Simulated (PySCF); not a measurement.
Simulated C 1s region for vinyl ether, `C=COC=C`, binding energy against the vacuum level.

Every computed line was given a Gaussian of 1.0 eV full width at half maximum and an area set by the number of equivalent atoms; the highest printed point is 100. Computed, not measured: PySCF 2.14.0, delta-SCF UKS SCAN, pcX-2 on the ionised atom, pcseg-1 elsewhere, spin-free X2C.

binding energy (eV), intensity and a bar:
```
    288.5          0 
    288.6          0 
    288.7          1 
    288.8          2 #
    288.9          4 #
    289.0          7 ##
    289.1         11 ###
    289.2         18 #####
    289.3         27 ########
    289.4         39 ############
    289.5         52 ################
    289.6         66 ####################
    289.7         80 ########################
    289.8         91 ###########################
    289.9         98 #############################
    290.0        100 ##############################
    290.1         96 #############################
    290.2         88 ##########################
    290.3         76 #######################
    290.4         62 ###################
    290.5         48 ##############
    290.6         35 ###########
    290.7         24 #######
    290.8         16 #####
    290.9         10 ###
    291.0          7 ##
    291.1          5 #
    291.2          5 #
    291.3          7 ##
    291.4         11 ###
    291.5         17 #####
    291.6         26 ########
    291.7         37 ###########
    291.8         50 ###############
    291.9         64 ###################
    292.0         78 #######################
    292.1         89 ###########################
    292.2         97 #############################
    292.3        100 ##############################
    292.4         97 #############################
    292.5         90 ###########################
    292.6         78 #######################
    292.7         65 ###################
    292.8         50 ###############
    292.9         37 ###########
    293.0         26 ########
    293.1         17 #####
    293.2         11 ###
    293.3          6 ##
    293.4          4 #
    293.5          2 #
    293.6          1 
    293.7          0 
    293.8          0
```

Question: Count the maxima, the lines and the sites behind this envelope.

Answer: The curve has 2 maxima (at 290.0 and 292.3 eV). Under it lie 2 lines from 2 inequivalent carbon sites.

Question: Decompose the envelope and assign each component. Numbering: `[CH2:1]=[CH:2][O:3][CH:4]=[CH2:5]`.

Answer: 
```json
{"position (eV)": "289.99", "relative area": "2", "line": "C 1s", "atoms": "C1/C5", "environment": "terminal =CH2 carbon"}
{"position (eV)": "292.30", "relative area": "2", "line": "C 1s", "atoms": "C2/C4", "environment": "vinylic carbon bearing oxygen"}
```

Question: Above which line width would these two lines show one maximum?

Answer: Two equal Gaussians merge once their distance is under 2σ = FWHM/1.177. With 2.32 eV between them that is a full width over 2.73 eV.

Lowest listed C 1s: C1/C5, bonded to C (double bond) and 2 H. Highest, 2.31 eV above it: C2/C4, bonded to O, C (double bond) and H.

No satellites, vibrations or lifetime broadening are included. The first atom of each set that the bonding makes equivalent was ionised and stands for the set. Spin contamination (⟨S²⟩ against 0.75 for a pure doublet) is marked for C 1s of C2/C4 (0.87), which makes this value less certain. Geometry: PBE0-D3(BJ)/def2-SVP, one conformer, isolated molecule.

The run took 20 s of wall time on Arm Neoverse V2, one thread (shared host), and the process peaked at 0.59 GiB of memory.

Shape of the structure used: `[CH2:1]=[CH:2][O:3][CH:4]=[CH2:5]`: C1–C2–O3–C4 -177°, C2–O3–C4–C5 179°.
